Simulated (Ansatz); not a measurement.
Born–Oppenheimer molecular dynamics of C2H3NO2 (8 atoms, charge 0, multiplicity 1). It starts from a relaxed structure.

Method: RKS BLYP/def2-SVP (Ansatz).

```yaml
ensemble: NVE (velocity Verlet)
time_step: 1 fs
steps_asked: 300
starting_velocities_drawn_for: 1000 K
masses: H 2.014 u
seed: 336679
```

First frame:

```xyz
8
Properties=species:S:1:pos:R:3
N -0.361 1.429 -0.406
C 0.400 0.421 -0.749
C 0.490 -0.700 0.192
O -0.329 -1.751 -0.132
O 1.313 -0.739 1.103
H -0.946 1.491 0.451
H -0.401 2.272 -0.994
H -0.072 -2.480 0.478
```

**Question.** How far do the bonds stretch over the last three quarters of this one trajectory? (Pairs bonded in most of those frames.)

**Answer.** 
```json
{"bond": "N1–C2", "mean (Å)": "1.313", "spread (Å)": "0.025", "shortest": "1.25", "longest": "1.36"}
{"bond": "N1–H6", "mean (Å)": "1.047", "spread (Å)": "0.030", "shortest": "0.99", "longest": "1.10"}
{"bond": "N1–H7", "mean (Å)": "1.036", "spread (Å)": "0.040", "shortest": "0.97", "longest": "1.10"}
{"bond": "C2–C3", "mean (Å)": "1.495", "spread (Å)": "0.066", "shortest": "1.39", "longest": "1.64"}
{"bond": "C3–O4", "mean (Å)": "1.380", "spread (Å)": "0.052", "shortest": "1.27", "longest": "1.49"}
{"bond": "C3–O5", "mean (Å)": "1.229", "spread (Å)": "0.019", "shortest": "1.19", "longest": "1.27"}
{"bond": "O4–H8", "mean (Å)": "0.989", "spread (Å)": "0.024", "shortest": "0.95", "longest": "1.04"}
```

Mean temperature of the second half: 505 K. The conserved energy stayed within 1.2 meV per atom of its start (net change 0.83 meV per atom), so the integration is sound. The temperature averaged 0.51 of the 1000 K drawn at the start: a run that starts near a minimum puts about half its kinetic energy into the potential. A run of 0.3 ps of so small a system gives no equilibrium averages.

The run took 11 min on 1 thread of Arm Neoverse N1, with other jobs on the host, peak memory 0.1 GiB.
